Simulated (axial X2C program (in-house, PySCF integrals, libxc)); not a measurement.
# Spin–orbit effects down a group: molecules with S (ions), MP2

Calculated with an in-house all-electron X2C program for linear molecules (integrals from PySCF), spin-free (one-electron X2C) or two-component (2c: spin–orbit coupling with atomic mean-field Coulomb and Gaunt terms, which also bring small scalar terms), in Dyall basis sets with cores contracted in-house; open shells are unrestricted.

Basis sets: H dyall-v3z, Li dyall-cv3z, Na dyall-cv3z, S dyall-av3z. Frozen shells (counts by l): SH⁺ S 2s1p, H none, 6 electrons correlated; LiS⁺ S 2s1p, Li 1s, 6 electrons correlated; NaS⁺ S 2s1p, Na 1s, 14 electrons correlated. Where the outer core of a metal is frozen, bonds come out longer and ionisation energies lower. Frozen cores can differ along the series, which adds to the trend.

```csv
molecule,spin-free state,Re (Å),ωe (cm⁻¹),De (eV),2c state,Re 2c (Å),ωe 2c (cm⁻¹),De 2c (eV)
SH⁺,"M_S = 1, Λ = 0",1.362,2609.1,3.36,Ω = 1,1.362,2608.5,3.36
LiS⁺,"M_S = 1, Λ = 0",2.500,328.1,0.76,Ω = 1,2.500,328.2,0.73
NaS⁺,"M_S = 1, Λ = 0",2.864,175.0,0.51,Ω = 1,2.864,175.0,0.49
```

Fragments in 2c: S+ + H, S + Li+, S + Na+. Each entry is the lowest single determinant of a limited PBE0 search at one distance. De goes to single-determinant-based atoms at the same level (for ions the charge split of lowest energy) and is withheld (n/a) where an atom does not fit its ground term or J level. Main or longest-lived isotopes. One determinant is a doubtful description, or other states lie close, for SH⁺, LiS⁺, NaS⁺; these need not be ground states, and all values refer to the states named. Some open-shell Ω = 0 determinants are out of reach, so the Ω given for SH⁺, LiS⁺, NaS⁺ need not be the lowest component. With several unpaired electrons the Ω given is that of one determinant, not necessarily of the lowest component.
